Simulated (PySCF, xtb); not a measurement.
AlF3, SMILES [F][Al]([F])[F].

GFN2-xTB run with xtb at its own geometry gives an orbital gap of 5.53 eV and a dipole moment of 0.00 D.

Geometry: TPSSh-D3(BJ)/def2-TZVP. The isomer is the one that the SMILES or the coordinates give; other isomers of the formula were not compared.

**Question.** What does ωB97X/def2-TZVPD run with PySCF give? (An estimate is asked for; the answer gives what the named calculation found.)

**Answer.** gap 14.51 eV (levels -14.33 and 0.18 eV), dipole 0.00 D.
